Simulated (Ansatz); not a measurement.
Born–Oppenheimer molecular dynamics of H$_{4}$Si (5 atoms, charge 0, multiplicity 1). It starts at the highest image of a converged band, a first-order saddle point between two minima.

Level of theory: RKS LDA/def2-TZVP in Ansatz 0.2.0.

```json
{
 "ensemble": "NVE (velocity Verlet)",
 "time step": "0.5 fs",
 "steps asked": "200",
 "starting velocities drawn for": "300 K",
 "seed": "10349"
}
```

Frames 2.5 fs apart, positions in Å, forces in eV/Å.

Velocities at 20 fs (Å/ps):

```
Si -0.02 0.81 -1.90
H 2.44 10.24 18.61
H -2.41 -18.88 10.96
H -3.85 -4.99 7.52
H 4.23 -8.80 15.69
```

```xyz
5
Properties=species:S:1:pos:R:3:forces:R:3 time_fs=20 energy_less_start_eV=0.039 T=201
Si 0.254 0.001 -0.527 0.98 0.56 -0.40
H 0.577 0.014 1.111 0.19 -0.08 -0.04
H 1.470 -0.070 0.519 -0.60 0.27 -0.13
H -0.548 1.185 -0.069 0.07 0.03 0.19
H -0.479 -1.147 -0.032 -0.64 -0.79 0.39
5
Properties=species:S:1:pos:R:3:forces:R:3 time_fs=22.5 energy_less_start_eV=0.015 T=262
Si 0.255 0.003 -0.532 0.46 -0.27 0.09
H 0.590 0.036 1.152 0.25 -0.16 -0.41
H 1.446 -0.107 0.544 -0.54 0.42 0.07
H -0.555 1.174 -0.044 0.07 0.02 0.22
H -0.484 -1.186 0.016 -0.24 -0.01 0.04
5
Properties=species:S:1:pos:R:3:forces:R:3 time_fs=25 energy_less_start_eV=0.014 T=265
Si 0.257 0.005 -0.537 -0.27 -0.87 0.17
H 0.616 0.049 1.170 0.15 -0.18 -0.46
H 1.391 -0.120 0.574 -0.09 0.42 0.36
H -0.558 1.163 -0.007 0.07 -0.05 0.22
H -0.504 -1.226 0.066 0.13 0.68 -0.29
5
Properties=species:S:1:pos:R:3:forces:R:3 time_fs=27.5 energy_less_start_eV=0.016 T=259
Si 0.258 0.005 -0.541 -0.69 -0.88 -0.06
H 0.650 0.052 1.163 -0.37 -0.04 0.05
H 1.333 -0.108 0.623 0.74 0.21 0.23
H -0.557 1.149 0.044 0.07 -0.14 0.17
H -0.517 -1.228 0.101 0.25 0.84 -0.38
5
Properties=species:S:1:pos:R:3:forces:R:3 time_fs=30 energy_less_start_eV=-0.002 T=308
Si 0.258 0.003 -0.546 -0.49 -0.45 -0.07
H 0.660 0.052 1.160 -0.95 0.11 0.57
H 1.319 -0.085 0.683 1.26 0.00 -0.30
H -0.551 1.128 0.103 0.07 -0.15 0.05
H -0.517 -1.182 0.114 0.11 0.49 -0.25
5
Properties=species:S:1:pos:R:3:forces:R:3 time_fs=32.5 energy_less_start_eV=-0.061 T=456
Si 0.257 0.001 -0.550 0.20 0.27 0.26
H 0.622 0.058 1.183 -0.06 -0.05 -0.11
H 1.370 -0.059 0.730 0.01 0.10 -0.14
H -0.542 1.098 0.166 0.08 -0.06 -0.09
H -0.511 -1.109 0.112 -0.23 -0.26 0.07
5
Properties=species:S:1:pos:R:3:forces:R:3 time_fs=35 energy_less_start_eV=0.030 T=224
Si 0.256 -0.002 -0.555 0.75 0.81 0.49
H 0.580 0.061 1.202 0.69 -0.10 -0.56
H 1.423 -0.028 0.767 -1.03 0.06 -0.10
H -0.528 1.065 0.225 0.06 0.10 -0.18
H -0.518 -1.052 0.115 -0.47 -0.87 0.35
5
Properties=species:S:1:pos:R:3:forces:R:3 time_fs=37.5 energy_less_start_eV=0.037 T=206
Si 0.257 -0.002 -0.558 0.52 0.59 0.65
H 0.574 0.059 1.190 0.67 -0.05 -0.39
H 1.421 0.006 0.798 -0.97 -0.10 -0.19
H -0.510 1.037 0.272 -0.02 0.22 -0.26
H -0.551 -1.042 0.137 -0.21 -0.66 0.20
5
Properties=species:S:1:pos:R:3:forces:R:3 time_fs=40 energy_less_start_eV=0.030 T=221
Si 0.259 -0.002 -0.560 -0.19 0.03 0.70
H 0.604 0.053 1.158 -0.41 -0.01 0.36
H 1.367 0.034 0.817 0.42 -0.26 -0.52
H -0.494 1.023 0.303 -0.13 0.26 -0.35
H -0.596 -1.069 0.169 0.30 -0.02 -0.19
5
Properties=species:S:1:pos:R:3:forces:R:3 time_fs=42.5 energy_less_start_eV=0.093 T=61
Si 0.260 -0.001 -0.560 -0.62 -0.31 0.81
H 0.610 0.048 1.146 -1.04 -0.03 0.72
H 1.336 0.046 0.804 1.23 -0.29 -0.68
H -0.485 1.023 0.314 -0.18 0.24 -0.41
H -0.623 -1.099 0.191 0.61 0.39 -0.43
5
Properties=species:S:1:pos:R:3:forces:R:3 time_fs=45 energy_less_start_eV=0.030 T=222
Si 0.261 -0.001 -0.558 -0.53 -0.30 1.10
H 0.565 0.040 1.170 0.27 -0.02 -0.17
H 1.366 0.042 0.756 -0.22 -0.28 -0.09
H -0.486 1.038 0.300 -0.13 0.19 -0.39
H -0.615 -1.107 0.188 0.61 0.41 -0.44
5
Properties=species:S:1:pos:R:3:forces:R:3 time_fs=47.5 energy_less_start_eV=0.010 T=275
Si 0.260 -0.001 -0.555 -0.16 0.05 1.06
H 0.530 0.032 1.186 0.67 -0.01 -0.65
H 1.389 0.022 0.699 -0.72 -0.18 0.13
H -0.495 1.063 0.263 -0.05 0.11 -0.33
H -0.572 -1.093 0.159 0.26 0.04 -0.21
```

Of the whole run (100 fs, mean temperature of the second half 246 K): The conserved energy stayed within 0.19 meV per atom of its start (net change 0.088 meV per atom), so the integration is sound. A run of 0.1 ps of so small a system gives no equilibrium averages. The orbitals stay closed-shell, which can raise the energy where a bond breaks towards radicals; this wasn't checked here.

The run took 47 s on 1 thread of Intel(R) Xeon(R) 6975P-C (Granite Rapids), with other jobs on the host, peak memory 0.11 GiB.
